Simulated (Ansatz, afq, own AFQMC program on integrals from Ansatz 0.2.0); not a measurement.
**Atomization energy of Si3GeNH9O, singlet**

```yaml
atoms:
  - { symbol: Si, position_ang: [-0.9416, -3.0768, -0.3010] }
  - { symbol: O, position_ang: [-0.6574, -1.4581, -0.0346] }
  - { symbol: Ge, position_ang: [-1.4509, -0.0265, 0.7358] }
  - { symbol: N, position_ang: [-0.0489, 1.1015, 0.3080] }
  - { symbol: Si, position_ang: [1.3539, 0.4608, -0.5675] }
  - { symbol: Si, position_ang: [-0.1092, 2.7972, 0.7664] }
  - { symbol: H, position_ang: [-0.9761, -3.3462, -1.7690] }
  - { symbol: H, position_ang: [0.1469, -3.8862, 0.3224] }
  - { symbol: H, position_ang: [-2.2526, -3.4861, 0.2965] }
  - { symbol: H, position_ang: [2.0789, -0.5891, 0.2033] }
  - { symbol: H, position_ang: [2.2808, 1.6273, -0.7377] }
  - { symbol: H, position_ang: [1.0004, -0.0430, -1.9251] }
  - { symbol: H, position_ang: [-0.0521, 3.6942, -0.4275] }
  - { symbol: H, position_ang: [-1.4078, 3.0171, 1.4773] }
  - { symbol: H, position_ang: [1.0138, 3.1630, 1.6821] }
```

Atoms in their ground-state spins without spin–orbit coupling (mostly on UHF) minus the molecule (RHF), without zero-point energy. The geometry is a stationary point, not shown to be a minimum.

Basis def2-SVP. Only valence electrons are correlated. Ansatz 0.2.0 and our own AFQMC program on the same integrals; the CISD trial comes from CCSD amplitudes, and released means the phaseless constraint is let go. Uncertainties: one standard error, sampling alone. No spin–orbit coupling. The errors of all members are added in quadrature.

No full CI on the walks' own integrals is used here. The released AFQMC energy serves as the reference, which it does only where one determinant dominates, the energy is flat over the last release times and near the phaseless one (40 meV or 2 meV an electron, half that with transition metals). On small molecules, where full CI could be run and the noise was under 10 meV, such values lay within 10 meV of it in 19 cases of 20, a flattering rate, since the rule was set on those same cases; what remains of the bias isn't in the error bar. Each member takes its own surest rung, up to full CI.

The best estimate is CCSD(T) at the basis-set limit (CBS: def2-TZVPP and def2-QZVPP, with their diffuse functions for anions and beside diffuse sets, MP2 extrapolated, CCSD(T) minus MP2 from TZVPP) plus the step from CCSD(T) to AFQMC with the constraint released in def2-SVP. Rows without CBS are in def2-SVP, the functionals in def2-TZVP; B2PLYP and the wave-function rows carry a basis error of their own. Core correlation and relativity beyond core potentials are missing, and ± holds the sampling alone.

Cautions: inner d shell frozen; no relativity below Rb; no spin-orbit coupling; Si₃GeNH₉O (singlet): the released value is read at 0.90 1/Eh with a noise of 20 meV, more than in the cases checked (meV from the phaseless value at times in 1/Eh: 7 ± 15 at 0.21, -12 ± 15 at 0.42, 21 ± 15 at 0.63, 13 ± 20 at 0.90); other spins of the molecule weren't checked.

Best estimate: 1170.0 ± 0.5 kcal/mol.

```json
{"level": "HF", "atomization energy (kcal/mol)": "834.9", "error against the best estimate (kcal/mol)": "-335.1 ± 0.5"}
{"level": "MP2", "atomization energy (kcal/mol)": "1081.2", "error against the best estimate (kcal/mol)": "-88.9 ± 0.5"}
{"level": "CCSD", "atomization energy (kcal/mol)": "1066.3", "error against the best estimate (kcal/mol)": "-103.7 ± 0.5"}
{"level": "CCSD(T)", "atomization energy (kcal/mol)": "1077.8", "error against the best estimate (kcal/mol)": "-92.3 ± 0.5"}
{"level": "ph-AFQMC/CISD", "atomization energy (kcal/mol)": "1078.9 ± 0.3", "error against the best estimate (kcal/mol)": "-91.1 ± 0.6"}
{"level": "released AFQMC", "atomization energy (kcal/mol)": "1078.4 ± 0.5", "error against the best estimate (kcal/mol)": "-91.6"}
{"level": "HF/CBS", "atomization energy (kcal/mol)": "851.1", "error against the best estimate (kcal/mol)": "-318.9 ± 0.5"}
{"level": "MP2/CBS", "atomization energy (kcal/mol)": "1175.9", "error against the best estimate (kcal/mol)": "5.9 ± 0.5"}
{"level": "CCSD(T)/CBS", "atomization energy (kcal/mol)": "1169.4", "error against the best estimate (kcal/mol)": "-0.6 ± 0.5"}
{"level": "PBE", "atomization energy (kcal/mol)": "1148.2", "error against the best estimate (kcal/mol)": "-21.8 ± 0.5"}
{"level": "r2SCAN", "atomization energy (kcal/mol)": "1158.3", "error against the best estimate (kcal/mol)": "-11.7 ± 0.5"}
{"level": "PBE0", "atomization energy (kcal/mol)": "1135.8", "error against the best estimate (kcal/mol)": "-34.2 ± 0.5"}
{"level": "B3LYP", "atomization energy (kcal/mol)": "1148.2", "error against the best estimate (kcal/mol)": "-21.8 ± 0.5"}
{"level": "wB97M-V", "atomization energy (kcal/mol)": "1166.9", "error against the best estimate (kcal/mol)": "-3.2 ± 0.5"}
{"level": "B2PLYP", "atomization energy (kcal/mol)": "1144.6", "error against the best estimate (kcal/mol)": "-25.5 ± 0.5"}
```

Correlation beyond CCSD(T) changes it by less than twice the noise. Going to the basis-set limit adds 91.7 kcal/mol at CCSD(T). The perturbative (T) step is worth +11.5 kcal/mol.

Best estimates are given only where the step beyond CCSD(T) is under 0.3 eV and no member's determinant is very poor (T1 over 0.05, or 0.07 for open shells, ⟨S²⟩ too high by 0.3, two states mixed), so the hardest cases are missing from such tables.

The functionals ran in a triple-zeta set and keep a basis error of their own, a few kJ/mol for each bond in atomization energies and more for double hybrids, so close places among them and the extrapolated levels can swap.

Each member of a difference takes its own highest rung, so a best estimate needn't equal the limit plus the step of one row. Released energies are given only where the last usable release times agree within the noise; a slower fall can still hide under it.
